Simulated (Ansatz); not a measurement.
# BSiH₅ (triplet): from Hartree-Fock to the top rungs at a displaced geometry (v1), cc-pVDZ

One table from this session's results is given with a row withheld; the runs are named, their logs left out.

Computed with Ansatz 0.2.0, Gaussian basis. Level: cc-pVDZ, core rule «outside noble gas», up to 6 orbitals frozen.

Plan: UHF; CCSD(T) on ROHF; CCSD(T) on UHF; BCCD(T) on ROHF; CISD as a restricted active space (open shells left free, so some higher excitations enter); CCSDT(Q) on ROHF; CCSDT(Q) on UHF.

23 further runs of the same task are left out: 10 that didn't finish, 13 set aside as unsound or not needed. Runs told in other sessions of the task aren't counted.

## The geometry

The geometry is a PBE0/def2-TZVP stationary point (not a proven minimum) with its atoms shifted at random (size 0.040 Å).

7 atoms, charge 0, spin multiplicity 3.

Atoms are counted from 1 here; the program's logs count them from 0.

Bond lengths: Si1–B2 2.107 Å, Si1–H3 1.455 Å, Si1–H4 1.435 Å, Si1–H5 1.562 Å, B2–H6 1.220 Å, B2–H7 1.258 Å. Angles: B2–Si1–H3 104.4°, B2–Si1–H4 106.9°, B2–Si1–H5 106.3°, H3–Si1–H4 112.3°, H3–Si1–H5 115.1°, H4–Si1–H5 111.1°, Si1–B2–H6 90.9°, Si1–B2–H7 89.9°, H6–B2–H7 131.2°.

Set-up of the first run:

File in.yaml:

```yaml
crystal:
  periodic: [false, false, false]
  atoms:
    - {symbol: Si, position_ang: [-0.015087, 0.002813, 0.587901]}
    - {symbol: B, position_ang: [0.130323, -0.013331, -1.513625]}
    - {symbol: H, position_ang: [0.712242, -1.184716, 1.009184]}
    - {symbol: H, position_ang: [0.609466, 1.213862, 1.038985]}
    - {symbol: H, position_ang: [-1.540819, -0.000654, 0.921454]}
    - {symbol: H, position_ang: [-0.402040, -1.110234, -1.561831]}
    - {symbol: H, position_ang: [-0.356284, 1.146355, -1.554321]}
basis:
  gaussian: {orbitals: cc-pVDZ}
magnetization: {spin_polarized: true, initial_magnetization: 2}
hamiltonian: {xc: hf}
output: {orbitals: {seedname: orbitals}}
```

Started as:

```bash
$ ansatz run in.yaml --threads 1 --pin off --events-out ev --progress --plain --max-ram 2393MiB
```

Steps of the session up to this table: UHF; CCSD(T) on ROHF; CCSD(T) on UHF; BCCD(T) on ROHF; CISD as a restricted active space (open shells left free, so some higher excitations enter); CCSDT(Q) on ROHF; CCSDT(Q) on UHF.

One table of the session follows, with a row left open; its other results are not shown here.

It belongs to the step «Misses and costs». 

| method | from UCCSDT(Q) (kJ/mol) |
| --- | --- |
| ROHF | +615.7 |
| UHF | +606.8 |
| RMP2 | +135.6 |
| UMP2 | +135.7 |
| CISD | ? |
| RCCSD | +17.2 |
| UCCSD | +17.0 |
| RCCSD(T) | +3.6 |
| UCCSD(T) | +3.6 |
| BCCD(T) | +3.6 |
| RCCSDT | +0.5 |
| UCCSDT | +0.5 |
| RCCSDT(Q) | +0.1 |
| UCCSDT(Q) | 0 |

**Question.** Estimate the row for CISD.

The run gave: from UCCSDT(Q) (kJ/mol): +64.8. In the column «from UCCSDT(Q) (kJ/mol)» it lies between RCCSD (+17.2) and RMP2 (+135.6).

Limits of these values: Restricted and unrestricted rows rest on different reference determinants; a gap between their highest levels can come from leftover correlation error, from unlike frozen cores or from another state.
